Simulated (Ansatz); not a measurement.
TO phonon frequency at X of rock-salt LiF at several levels of theory

No measured value is used here.

```json
[
 {"level (code)": "LDA (Ansatz)", "value (cm⁻¹)": "377", "cell (Å³/atom)": "7.47"},
 {"level (code)": "PBE (Ansatz)", "value (cm⁻¹)": "[?]", "cell (Å³/atom)": "8.42"},
 {"level (code)": "r²SCAN (Ansatz)", "value (cm⁻¹)": "355", "cell (Å³/atom)": "7.94"}
]
```

Question: Complete the blanks.

Answer: 
- PBE (Ansatz, a quantum-chemistry and plane-wave program), value (cm⁻¹): 307

Each level is taken at its own relaxed cell. Cutoffs differ between the levels. Ansatz's density-functional and Hartree–Fock values are scalar-relativistic unless marked +SOC, with PAW data made under PBE.
